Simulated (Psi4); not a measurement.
# One shape, several levels: SiNH5 (SMILES [SiH3]N)

Aim: a comparison of 5 runs (HF/def2-TZVP, BLYP/def2-TZVP, PBE/def2-TZVP, revPBE/def2-TZVP, CCSD(T)/def2-TZVP) of SiNH5. 

The calculation is run with Psi4 1.11.

## (1) Starting point

The species is SiNH5 (7 atoms), meant as a singlet with charge 0. As SMILES, `[SiH3]N`. The N2–H6 distance was set to 1.813 Å, away from the relaxed value. At this shape a bond of the SMILES string is far longer than usual.

Bond lengths: Si1–N2 1.720 Å, Si1–H3 1.486 Å, Si1–H4 1.486 Å, Si1–H5 1.494 Å, N2–H7 1.007 Å. Angles: Si1–N2–H7 119.6°, N2–Si1–H3 107.9°, N2–Si1–H4 107.9°, N2–Si1–H5 116.0°, H3–Si1–H4 110.5°, H3–Si1–H5 107.3°, H4–Si1–H5 107.3°.

## (2) The energy at HF/def2-TZVP (run 1)

File run.py:

```python
import psi4

psi4.set_memory('2200 MB')
psi4.set_num_threads(1)
psi4.core.set_output_file('h5nsi.out', False)

geom = psi4.geometry("""
0 1
Si    -0.236860    -1.004374    -0.756922
N      0.787910    -0.363004     0.466708
H      0.157830    -2.418004    -0.987902
H     -1.637020    -0.928764    -0.265632
H     -0.191780    -0.308944    -2.078542
H      0.391580     1.238230     1.219480
H      1.785250    -0.485164     0.395358
units angstrom
symmetry c1
no_reorient
no_com
""")

psi4.set_options({
    'puream': True,
    'e_convergence': 1e-09,
    'd_convergence': 1e-08,
    'scf_type': 'pk',
})

E, wfn = psi4.energy('scf/def2-TZVP', molecule=geom, return_wfn=True)
psi4.oeprop(wfn, 'DIPOLE', 'QUADRUPOLE', 'MULLIKEN_CHARGES', title='SCF')
print(f'scf/def2-TZVP energy: {E:.10f} Eh')
for k, v in sorted(psi4.core.scalar_variables().items()):
    print(f'{k:45s} {v:18.10f}')
```

Started as:

```bash
$ python run.py
```

h5nsi.out:

```text
[...]
  Running in c1 symmetry.
[...]
  Nuclear repulsion =   62.354015031561552
[...]
  Multiplicity = 1
[...]
  Nalpha       = 13
  Nbeta        = 13
[...]
    Number of basis functions: 98
[...]
   @RHF iter   1:  -345.99429684565325   -6.65747e-01   5.48424e-03 ADIIS/DIIS
[...]
   @RHF iter  13:  -346.17918810250001   -8.81073e-12   6.12653e-09 DIIS
[...]
    Orbital Energies [Eh]
    ---------------------
    Doubly Occupied:
       1A    -68.777226     2A    -15.586882     3A     -6.124688
       4A     -4.231492     5A     -4.231323     6A     -4.230936
       7A     -1.093443     8A     -0.715928     9A     -0.588444
      10A     -0.496300    11A     -0.492365    12A     -0.442227
      13A     -0.396169
[...]
  @RHF Final Energy:  -346.17918810250001
   => Energetics <=
    Nuclear Repulsion Energy =             62.3540150315615520
    One-Electron Energy =                -602.2515621736642970
    Two-Electron Energy =                 193.7183590396027739
    Total Energy =                       -346.1791881025000066
[...]
 Multipole Moments:
 ------------------------------------------------------------------------------------
     Multipole            Electronic (a.u.)      Nuclear  (a.u.)        Total (a.u.)
 ------------------------------------------------------------------------------------
 L = 1.  Multiply by 2.5417464519 to convert [e a0] to [Debye]
 Dipole X            :         -4.7795741            5.1120682            0.3324941
 Dipole Y            :         37.2164017          -36.8589380            0.3574637
 Dipole Z            :         17.1398706          -17.0967113            0.0431593
 Magnitude           :                                                    0.4900973
 L = 2.  Multiply by 1.3450342976 to convert [e a0^2] to [Debye ang]
 Quadrupole XX       :        -55.3335258           40.0424543          -15.2910715
 Quadrupole XY       :         -8.0827039            7.6606162           -0.4220878
[...]
  Mulliken Charges: (a.u.)
   Center  Symbol    Alpha    Beta     Spin     Total
       1    SI     6.75633  6.75633  0.00000  0.48733
       2     N     3.86122  3.86122  0.00000 -0.72245
       3     H     0.53043  0.53043  0.00000 -0.06085
       4     H     0.53441  0.53441  0.00000 -0.06882
       5     H     0.54325  0.54325  0.00000 -0.08651
       6     H     0.40536  0.40536  0.00000  0.18927
       7     H     0.36899  0.36899  0.00000  0.26202
   Total alpha = 13.00000, Total beta = 13.00000, Total charge = -0.00000
```

Standard output:

```text
scf/def2-TZVP energy: -346.1791881025 Eh
CURRENT ENERGY                                   -346.1791881025
CURRENT REFERENCE ENERGY                         -346.1791881025
DD SOLVATION ENERGY                                 0.0000000000
HF KINETIC ENERGY                                 345.7609699738
HF POTENTIAL ENERGY                              -691.9401580763
HF TOTAL ENERGY                                  -346.1791881025
HF VIRIAL RATIO                                     2.0012095585
NUCLEAR REPULSION ENERGY                           62.3540150316
ONE-ELECTRON ENERGY                              -602.2515621737
PCM POLARIZATION ENERGY                             0.0000000000
PE ENERGY                                           0.0000000000
SCF ITERATION ENERGY                             -346.1791881025
SCF ITERATIONS                                     13.0000000000
SCF TOTAL ENERGY                                 -346.1791881025
TWO-ELECTRON ENERGY                               193.7183590396
```

Run time: 9 s. Hardware: 1 thread of Intel Xeon at 2.50GHz (Skylake/Cascade Lake), shared host; peak memory 0.38 GiB.

## (3) The energy at BLYP/def2-TZVP (run 2)

File h5nsi.inp:

```
memory 2200 MB

molecule mol {
  0 1
  Si
  N 1 1.72011
  H 1 1.48576 2 107.8841
  H 1 1.485776 3 110.49742 2 -117.72845
  H 1 1.4941 3 107.29691 4 -116.66494
  H 2 1.8132 1 119.62945 3 -168.63251
  H 2 1.007324 1 119.62021 3 49.14441
  symmetry c1
  no_reorient
  no_com
}

set globals {
  puream true
  e_convergence 1e-09
  d_convergence 1e-08
  scf_type pk
  dft_radial_points 99
  dft_spherical_points 590
}

e, wfn = energy("blyp/def2-TZVP", return_wfn=True)
oeprop(wfn, "QUADRUPOLE", "MULLIKEN_CHARGES", "LOWDIN_CHARGES", title="BLYP")
```

Started as:

```bash
$ psi4 -n 1 h5nsi.inp h5nsi.out
```

h5nsi.out:

```text
[...]
  Running in c1 symmetry.
[...]
  Nuclear repulsion =   62.354017880487795
[...]
  Multiplicity = 1
[...]
  Nalpha       = 13
  Nbeta        = 13
[...]
    Number of basis functions: 98
[...]
   @RKS iter   1:  -346.49372317482312    1.41529e-01   1.15464e-02 ADIIS/DIIS
[...]
   @RKS iter  13:  -347.13915225111140   -8.92442e-12   4.71685e-09 DIIS
[...]
    Orbital Energies [Eh]
    ---------------------
    Doubly Occupied:
       1A    -65.462185     2A    -14.018251     3A     -5.048761
       4A     -3.466740     5A     -3.465893     6A     -3.465363
       7A     -0.734307     8A     -0.477298     9A     -0.380527
      10A     -0.326584    11A     -0.302873    12A     -0.289613
      13A     -0.212900
[...]
  @RKS Final Energy:  -347.13915225111140
   => Energetics <=
    Nuclear Repulsion Energy =             62.3540178804877954
    One-Electron Energy =                -602.5687569803239967
    Two-Electron Energy =                 222.6001435408732902
    DFT Exchange-Correlation Energy =     -29.5245566921485896
    Empirical Dispersion Energy =           0.0000000000000000
    VV10 Nonlocal Energy =                  0.0000000000000000
    Total Energy =                       -347.1391522511113976
[...]
 Multipole Moments:
 ------------------------------------------------------------------------------------
     Multipole            Electronic (a.u.)      Nuclear  (a.u.)        Total (a.u.)
 ------------------------------------------------------------------------------------
 L = 1.  Multiply by 2.5417464519 to convert [e a0] to [Debye]
 Dipole X            :         -0.0244259           -0.2339228           -0.2583487
 Dipole Y            :          0.6870761           -0.7781909           -0.0911148
 Dipole Z            :          0.0186234            0.3179017            0.3365251
 Magnitude           :                                                    0.4339298
 L = 2.  Multiply by 1.3450342976 to convert [e a0^2] to [Debye ang]
 Quadrupole XX       :        -29.8162135           12.1255647          -17.6906488
 Quadrupole XY       :          2.1589912           -3.3433262           -1.1843350
[...]
  Mulliken Charges: (a.u.)
   Center  Symbol    Alpha    Beta     Spin     Total
       1    SI     6.81321  6.81321  0.00000  0.37359
       2     N     3.76179  3.76179  0.00000 -0.52359
       3     H     0.52830  0.52830  0.00000 -0.05660
       4     H     0.53446  0.53446  0.00000 -0.06892
       5     H     0.54375  0.54375  0.00000 -0.08750
       6     H     0.42818  0.42818  0.00000  0.14364
       7     H     0.39031  0.39031  0.00000  0.21939
   Total alpha = 13.00000, Total beta = 13.00000, Total charge =  0.00000
  Lowdin Charges: (a.u.)
[...]
```

It took 41 s on 1 thread of Intel Xeon at 2.50GHz (Skylake/Cascade Lake), shared host; peak memory 0.89 GiB.

## (4) Energy and forces at PBE/def2-TZVP (run 3)

File input.json:

```json
{
  "schema_name": "qcschema_input",
  "schema_version": 1,
  "molecule": {
    "schema_name": "qcschema_molecule",
    "schema_version": 2,
    "symbols": ["Si", "N", "H", "H", "H", "H", "H"],
    "geometry": [-0.44760053, -1.89799179, -1.43037528, 1.48893411, -0.68597814, 0.8819503, 0.29825547, -4.56936533, -1.86686422, -3.09351946, -1.75510959, -0.50197173, -0.36241168, -0.58381955, -3.92787512, 0.73997896, 2.33991558, 2.30448321, 3.37363356, -0.91682709, 0.74711834],
    "molecular_charge": 0,
    "molecular_multiplicity": 1,
    "fix_symmetry": "c1",
    "fix_com": true,
    "fix_orientation": true
  },
  "driver": "gradient",
  "model": {
    "method": "pbe",
    "basis": "def2-TZVP"
  },
  "keywords": {
    "reference": "rks",
    "puream": true,
    "e_convergence": 1e-09,
    "d_convergence": 1e-08,
    "scf_type": "pk",
    "dft_radial_points": 99,
    "dft_spherical_points": 590
  }
}
```

Started as:

```bash
$ psi4 --qcschema input.json -n 1 --memory 2200MB
```

stdout:

```text
[...]
  Running in c1 symmetry.
[...]
  Nuclear repulsion =   62.354015041287226
[...]
  Multiplicity = 1
[...]
  Nalpha       = 13
  Nbeta        = 13
[...]
    Number of basis functions: 98
[...]
   @RKS iter   1:  -346.34162189087925    1.05839e-01   1.09654e-02 DIIS/ADIIS
[...]
   @RKS iter  13:  -346.93516969191381   -5.40012e-12   3.32890e-09 DIIS
[...]
    Orbital Energies [Eh]
    ---------------------
    Doubly Occupied:
       1A    -65.399121     2A    -13.998555     3A     -5.046083
       4A     -3.456653     5A     -3.455763     6A     -3.455233
       7A     -0.739995     8A     -0.481611     9A     -0.383831
      10A     -0.330723    11A     -0.305546    12A     -0.292113
      13A     -0.215411
[...]
  @RKS Final Energy:  -346.93516969191381
   => Energetics <=
    Nuclear Repulsion Energy =             62.3540150412872265
    One-Electron Energy =                -602.6380319637854655
    Two-Electron Energy =                 222.6521926726792628
    DFT Exchange-Correlation Energy =     -29.3033454420947663
    Empirical Dispersion Energy =           0.0000000000000000
    VV10 Nonlocal Energy =                  0.0000000000000000
    Total Energy =                       -346.9351696919138135
[...]
 Multipole Moments:
 ------------------------------------------------------------------------------------
     Multipole            Electronic (a.u.)      Nuclear  (a.u.)        Total (a.u.)
 ------------------------------------------------------------------------------------
 L = 1.  Multiply by 2.5417464519 to convert [e a0] to [Debye]
 Dipole X            :         -4.7896649            5.1120682            0.3224033
 Dipole Y            :         37.1765874          -36.8589380            0.3176494
 Dipole Z            :         17.1789425          -17.0967113            0.0822312
 Magnitude           :                                                    0.4600076
[...]
  -Total Gradient:
     Atom            X                  Y                   Z
    ------   -----------------  -----------------  -----------------
       1        0.008425360689    -0.015210327137     0.003389463344
       2        0.025659874548    -0.046824238021    -0.041265954776
       3       -0.004003674570     0.004308177602    -0.001852225744
       4        0.002793274770     0.001151154857    -0.000447492873
       5        0.000771341739     0.000039531161     0.004008561128
       6       -0.020594263831     0.069258227283     0.038738241588
       7       -0.013051399250    -0.012723720653    -0.002571411520
[...]
```

The result, in JSON:

```text
{
 "driver": "gradient",
 "model": {
  "method": "pbe",
  "basis": "def2-TZVP"
 },
 "success": true,
 "return_result": [0.008425360688709554, -0.01521032713674092, 0.003389463344126306, 0.02565987454814972, -0.046824238020797285, -0.04126595477603265, -0.00400367456959233, 0.004308177601830471, -0.0018522257438072023, 0.0027932747700906424, 0.0011511548573536739, -0.0004474928731957664, 0.0007713417394810129, 3.9531160993103165e-05, 0.004008561128311133, -0.020594263830662724, 0.06925822728257001, 0.038738241587870405, -0.013051399249760343, -0.01272372065337539, -0.002571411520409732],
 "properties": {
  "calcinfo_nbasis": 98,
  "calcinfo_nmo": 98,
  "calcinfo_nalpha": 13,
  "calcinfo_nbeta": 13,
  "calcinfo_natom": 7,
  "nuclear_repulsion_energy": 62.35401504128723,
  "return_energy": -346.9351696919138,
  "return_gradient": [0.008425360688709554, -0.01521032713674092, 0.003389463344126306, 0.02565987454814972, -0.046824238020797285, -0.04126595477603265, -0.00400367456959233, 0.004308177601830471, -0.0018522257438072023, 0.0027932747700906424, 0.0011511548573536739, -0.0004474928731957664, 0.0007713417394810129, 3.9531160993103165e-05, 0.004008561128311133, -0.020594263830662724, 0.06925822728257001, 0.038738241587870405, -0.013051399249760343, -0.01272372065337539, -0.002571411520409732],
  "scf_one_electron_energy": -602.6380319637855,
  "scf_two_electron_energy": 222.65219267267926,
  "scf_xc_energy": -29.303345442094766,
  "scf_dipole_moment": [0.3224033281367804, 0.3176493827071809, 0.08223116597655888],
  "scf_total_energy": -346.9351696919138,
  "scf_total_gradient": [0.008425360688709554, -0.01521032713674092, 0.003389463344126306, 0.02565987454814972, -0.046824238020797285, -0.04126595477603265, -0.00400367456959233, 0.004308177601830471, -0.0018522257438072023, 0.0027932747700906424, 0.0011511548573536739, -0.0004474928731957664, 0.0007713417394810129, 3.9531160993103165e-05, 0.004008561128311133, -0.020594263830662724, 0.06925822728257001, 0.038738241587870405, -0.013051399249760343, -0.01272372065337539, -0.002571411520409732],
  "scf_iterations": 13
 }
}
```

It took 56 s on 1 thread of Intel Xeon at 2.50GHz (Skylake/Cascade Lake), shared host; peak memory 0.89 GiB.

Run 4 isn't shown in full; the table further down has it.

## (5) A single-point energy at CCSD(T)/def2-TZVP (run 5)

File h5nsi.dat:

```
memory 2200 mb

molecule m {
  0 1
  Si    -0.44760053    -1.89799179    -1.43037528
  N      1.48893411    -0.68597814     0.88195030
  H      0.29825547    -4.56936533    -1.86686422
  H     -3.09351946    -1.75510959    -0.50197173
  H     -0.36241168    -0.58381955    -3.92787512
  H      0.73997896     2.33991558     2.30448321
  H      3.37363356    -0.91682709     0.74711834
  units bohr
  symmetry c1
}

set globals {
  basis def2-TZVP
  puream true
  e_convergence 1e-09
  d_convergence 1e-08
  scf_type pk
  num_frozen_docc 6
}

e, wfn = energy('ccsd(t)', return_wfn=True)
```

Started as:

```bash
$ psi4 -n 1 h5nsi.dat h5nsi.out
```

h5nsi.out:

```text
[...]
  Running in c1 symmetry.
[...]
  Nuclear repulsion =   62.354015041287226
[...]
  Multiplicity = 1
[...]
  Nalpha       = 13
  Nbeta        = 13
[...]
    Number of basis functions: 98
[...]
   @RHF iter   1:  -345.99429684666410   -6.65747e-01   5.48424e-03 DIIS/ADIIS
[...]
   @RHF iter  13:  -346.17918810298397   -9.32232e-12   6.12653e-09 DIIS
[...]
    Orbital Energies [Eh]
    ---------------------
    Doubly Occupied:
       1A    -68.777226     2A    -15.586882     3A     -6.124688
       4A     -4.231492     5A     -4.231323     6A     -4.230936
       7A     -1.093443     8A     -0.715928     9A     -0.588444
      10A     -0.496300    11A     -0.492365    12A     -0.442227
      13A     -0.396169
[...]
  @RHF Final Energy:  -346.17918810298397
   => Energetics <=
    Nuclear Repulsion Energy =             62.3540150412872265
    One-Electron Energy =                -602.2515621963052581
    Two-Electron Energy =                 193.7183590520341170
    Total Energy =                       -346.1791881029839715
[...]
 Multipole Moments:
 ------------------------------------------------------------------------------------
     Multipole            Electronic (a.u.)      Nuclear  (a.u.)        Total (a.u.)
 ------------------------------------------------------------------------------------
 L = 1.  Multiply by 2.5417464519 to convert [e a0] to [Debye]
 Dipole X            :          0.3578076           -0.0253135            0.3324941
 Dipole Y            :         -0.5146613            0.8721250            0.3574637
 Dipole Z            :          0.0321987            0.0109606            0.0431593
 Magnitude           :                                                    0.4900973
[...]
      * MP2 total energy                      = -346.536740688524333
[...]
      * CCSD total energy                     = -346.575446275383740
[...]
      * CCSD(T) total energy                  = -346.591919557617473
[...]
```

It took 69 s on 1 thread of Intel Xeon at 2.50GHz (Skylake/Cascade Lake), shared host; peak memory 0.99 GiB.

## (6) Overview of the runs

| run | level | integration grid | task | energy (Eh) | dipole moment (D) | HOMO energy (eV) | LUMO energy (eV) | wall time |
| --- | --- | --- | --- | --- | --- | --- | --- | --- |
| 1 | HF/def2-TZVP | – | energy | -346.179188 | 1.25 | -10.78 | 0.46 | 9 s |
| 2 | BLYP/def2-TZVP | 99 radial × 590 angular | energy | -347.139152 | 1.10 | -5.79 | -4.09 | 41 s |
| 3 | PBE/def2-TZVP | 99 radial × 590 angular | gradient | -346.935170 | 1.17 | -5.86 | -4.15 | 56 s |
| 4 | revPBE/def2-TZVP | 99 radial × 590 angular | gradient | -347.085182 | 1.14 | -5.84 | -4.13 | 94 s |
| 5 | CCSD(T)/def2-TZVP | – | energy | -346.591920 | – | -10.78 | 0.46 | 69 s |

## (7) What came out

| quantity | value |
| --- | --- |
| run 5: total energy | -346.59192 Eh |
| run 5: HOMO energy (Hartree–Fock orbitals) | -10.78 eV |
| run 5: LUMO energy (Hartree–Fock orbitals) | 0.46 eV |
| run 5: HOMO–LUMO gap (Hartree–Fock orbitals) | 11.24 eV |
| run 5: correlation energy (6 core orbitals frozen) | -412.7 mEh |
| run 5: (T) correction | -16.47 mEh |
| run 5: T1 diagnostic | 0.017 |

What this shows: Over runs 1, 2, 3, 4 the dipole moment (its size) runs from 1.10 D (BLYP/def2-TZVP) to 1.25 D (HF/def2-TZVP). Over runs 1, 2, 3, 4 the HOMO–LUMO gap runs from 1.70 eV (BLYP/def2-TZVP) to 11.24 eV (HF/def2-TZVP). Exact exchange widens orbital gaps. Totals of different functionals can't be ranked against each other. In runs 1, 2, 3, 4, 5 a closed-shell determinant meets a far-stretched bond, which it describes badly. All runs together took 4.5 min, the longest 94 s.
